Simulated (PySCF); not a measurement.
Compound: Al(H2S)H3.
Geometry (PBE0-D3(BJ)/def2-SVP, Å), atoms numbered from 1 in this order:
```xyz
7
AlH5S angstrom
Al     0.1265   -0.2162   -1.0861
S      0.1409   -0.2355    1.4885
H      0.5227    1.0456    1.6905
H     -1.1657    0.0457    1.6923
H      1.7169   -0.1985   -1.2464
H     -0.6749    1.1539   -1.2940
H     -0.6664   -1.5950   -1.2447
```

Method used: PySCF 2.14.0, density-fitted response routines, TDDFT wB97X-D/def2-SVPD, vertical, gas phase, core orbitals frozen in the response.

Ground-to-excited transition dipoles (e·a0, same axes as the geometry; the sign carries no meaning), for the states with f of 0.002 or more among the lowest 10:

```
state  E (eV)      μx      μy      μz
   S1   6.415  -0.067   0.110   0.033
   S2   6.526   0.134   0.081   0.001
   S5   7.071   0.051  -0.077   0.277
   S6   7.110  -0.224   0.376   0.139
   S7   7.289   0.498   0.295   0.003
   S8   7.411  -0.181   0.310  -0.860
  S10   8.348   0.141  -0.228  -0.088
```

Question: What oscillator strength does each state have?

Answer: f = (2/3) ΔE |μ|² with ΔE in hartree (27.2114 eV).

| state | \|μ\|² (au) | \|μ\| (D) | f |
| --- | --- | --- | --- |
| S1 | 0.018 | 0.34 | 0.003 |
| S2 | 0.025 | 0.40 | 0.004 |
| S5 | 0.085 | 0.74 | 0.015 |
| S6 | 0.211 | 1.17 | 0.037 |
| S7 | 0.335 | 1.47 | 0.060 |
| S8 | 0.869 | 2.37 | 0.158 |
| S10 | 0.079 | 0.72 | 0.016 |

Question: Label these states by symmetry in Cs.

Answer: Polarised normal to the mirror plane, so A″: S2 and S7. Polarised in the mirror plane, so A′: S1, S5, S6, S8 and S10.

Question: What angle do the transition dipoles of S6 and S10 make?

Answer: |cos θ| = |μa·μb| / (|μa| |μb|) = 1.00, so θ ≈ 1° (taken between 0 and 90°, since the signs are arbitrary).

Question: How is the summed strength of these states shared among x, y and z?

Answer: (2/3) Σ ΔE μα² gives 0.067 for x, 0.072 for y and 0.153 for z, 0.292 in all.
